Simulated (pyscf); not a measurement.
## Routes from `[Ge]=[Se]` [singlet] + `[ClH]`

Candidate steps break at most two bonds and form at most two. Each was searched with GFN2-xTB (tblite) first. Structures and frequencies: ωB97X-D3(BJ)/def2-SVP in PySCF. MP2 and CC: frozen core, UHF for open shells. ΔMP2 is the change of the MP2 total energy from the triple- to the quadruple-zeta basis. Energies: CCSD(T)/def2-TZVPP + ΔMP2(QZVPP), kcal/mol, from the separated reactants, singlet surface; ΔG‡ with ideal gas, 1 atm, RRHO with modes under 100 cm⁻¹ raised to 100, one conformer, R ln 2 for chiral ones without a mode under 150 cm⁻¹.

```csv
products,type,ΔE‡,ΔE,ΔG‡ 298 K,ΔG‡ 900 K,ν‡ (cm⁻¹)
Cl–Ge:–SeH [singlet],addition across a multiple bond or ene-type step,9.0,-18.6,15.6,33.4,937i
Cl–GeH=Se,insertion,34.9,-8.6,41.6,58.4,1298i
```

Row 1: On the reactant side the descent ends in a complex, 4.4 kcal/mol under the separated species and 7.9 kcal/mol under the saddle at ωB97X-D3(BJ)/def2-TZVP. On the product side the descent ends in a point that may be a rotor saddle (no frequency run), 1.4 kcal/mol over the lowest minimum found and 29.7 kcal/mol under the saddle at ωB97X-D3(BJ)/def2-TZVP. 

Plain bond fissions and candidates not yet searched are not listed, and one of them may be faster. Each barrier is that of the saddle found; lower ones may exist. The CCSD(T) − MP2 part came from Ansatz, without density fitting, on the same reference. The frozen core leaves the outer d or s,p core shells of the metals and heavy elements correlated in the MP2 and CC values, and def2-TZVPP describes them poorly, which can shift differences by a few kcal/mol. Elements up to Kr have no core potential and no relativistic terms here.
